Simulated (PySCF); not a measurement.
SMILES C[O], doublet (B3LYP/def2-SVP optimised geometry):

```
5

C     -0.436    -0.248     0.000
O      0.919    -0.248     0.000
H     -0.919    -0.805     0.831
H     -0.806     0.805     0.000
H     -0.808    -0.645    -0.974
```

Computed with unrestricted B3LYP/def2-TZVP in PySCF 2.14.0.

Problem. What are the frontier orbital energies (α orbitals alone; a β orbital can be the lowest empty one) and the dipole moment?

Solution. HOMO-2 -12.17 eV, HOMO-1 -9.18 eV, HOMO -8.03 eV, LUMO 1.12 eV, LUMO+1 2.37 eV; dipole moment 2.08 D.

On the same geometry unrestricted PBE/def2-TZVP run with PySCF gives HOMO-2 -10.59 eV, HOMO-1 -7.62 eV, HOMO -6.40 eV, LUMO 0.64 eV, LUMO+1 1.82 eV; dipole moment 2.11 D.

Meta-Löwdin charges at B3LYP/def2-TZVP: C1 -0.09, O2 -0.27, H3 0.09, H4 0.14, H5 0.14.
